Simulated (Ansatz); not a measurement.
# C2H6S: ionisation energy by level of theory

One table from this session's results is given with a row withheld; the runs are named, their logs left out.

Program: Ansatz 0.2.0, Gaussian basis. Level of theory: unrestricted cation, the program's frozen cores in correlated methods. These are calculated values, not measurements.

Levels to be run: UKS PBE-D4/def2-TZVPP; UKS r2SCAN-D4/def2-TZVPP; UKS PBE0-D4/def2-TZVPP; UKS B3LYP-D4/def2-TZVPP; UKS wB97X-V/def2-TZVPP; UKS wB97M-V/def2-TZVPP; UKS B2PLYP/def2-TZVPP; UHF-CCSD(T)/def2-TZVPP; UHF-CCSD(T)/def2-QZVPP; extrapolation to the limit; then −ε(HOMO) from the neutral's earlier runs with LDA (SPW92), PBE-D4, revPBE-D4, BLYP-D4, r2SCAN-D4, B97M-V, PBE0-D4, B3LYP-D4, r2SCANh-D4, r2SCAN0-D4, HSE06-D4, BHLYP-D4, CAM-B3LYP-D4, LC-ωPBE, ωB97X-V, ωB97M-V.

### The geometry

The geometry comes from an earlier relaxation with PBE0-D4 in a triple-zeta def2 set; it is a stationary point, not always the lowest conformer.

9 atoms, charge 0, spin multiplicity 1.

Atoms are counted from 1 here; the program's logs count them from 0.

Bond lengths: C1–S2 1.795 Å, C1–H4 1.092 Å, C1–H5 1.090 Å, C1–H6 1.092 Å, S2–C3 1.795 Å, C3–H7 1.092 Å, C3–H8 1.090 Å, C3–H9 1.092 Å. Angles: S2–C1–H4 111.2°, S2–C1–H5 107.2°, S2–C1–H6 111.2°, H4–C1–H5 108.7°, H4–C1–H6 109.7°, H5–C1–H6 108.7°, C1–S2–C3 99.4°, S2–C3–H7 111.2°, S2–C3–H8 107.2°, S2–C3–H9 111.2°, H7–C3–H8 108.7°, H7–C3–H9 109.7°, H8–C3–H9 108.7°.

The first run:

Input file in.yaml:

```yaml
crystal:
  periodic: [false, false, false]
  atoms:
    - {symbol: C, position_ang: [-0.474893, 1.046888, -0.732491]}
    - {symbol: S, position_ang: [0.826521, -0.185366, -0.836006]}
    - {symbol: C, position_ang: [0.522604, -1.063361, 0.700093]}
    - {symbol: H, position_ang: [-1.461291, 0.579205, -0.706684]}
    - {symbol: H, position_ang: [-0.404731, 1.666017, -1.627382]}
    - {symbol: H, position_ang: [-0.347395, 1.684079, 0.145067]}
    - {symbol: H, position_ang: [-0.474336, -1.508754, 0.710541]}
    - {symbol: H, position_ang: [1.262812, -1.861254, 0.767403]}
    - {symbol: H, position_ang: [0.639306, -0.403755, 1.562459]}
basis:
  gaussian: {orbitals: def2-TZVPP}
total_charge: 1
magnetization: {spin_polarized: true, initial_magnetization: 1}
hamiltonian: {xc: pbe, dispersion: d4}
```

Launch:

```console
ansatz run in.yaml --threads 2 --pin off --events-out ev --progress --plain --max-ram 32768MiB --backend cpu
```

Among the steps run: Cation, UKS PBE-D4/def2-TZVPP; Cation, UKS r2SCAN-D4/def2-TZVPP; Cation, UKS PBE0-D4/def2-TZVPP; Cation, UKS B3LYP-D4/def2-TZVPP; Cation, UKS wB97X-V/def2-TZVPP; Cation, UKS wB97M-V/def2-TZVPP; Cation, UKS B2PLYP (frozen core)/def2-TZVPP; Cation, UHF-CCSD(T)/def2-TZVPP; Cation, UHF-CCSD(T)/def2-QZVPP.

One table of the session follows, with a row left open; its other results are not shown here.

For comparison, −ε(HOMO) of the neutral from earlier runs:

```
  functional  −ε(HOMO) (eV)
 LDA (SPW92)           5.08
      PBE-D4           5.00
   revPBE-D4           4.96
     BLYP-D4           4.87
   r2SCAN-D4           5.23
      B97M-V           5.33
     PBE0-D4              ?
    B3LYP-D4           6.01
  r2SCANh-D4           5.68
  r2SCAN0-D4           6.37
    HSE06-D4           5.83
    BHLYP-D4           7.35
CAM-B3LYP-D4           7.58
     LC-ωPBE           8.97
     ωB97X-V           8.62
     ωB97M-V           8.46
```

Q: Estimate the row for PBE0-D4 from the others.

**Answer.** −ε(HOMO) (eV): 6.23. In the column «−ε(HOMO) (eV)» it lies between B3LYP-D4 (6.01) and r2SCAN0-D4 (6.37).

Caveats from the session: The cation may have settled in a state other than its lowest; no search over hole states beyond the program's own was made.
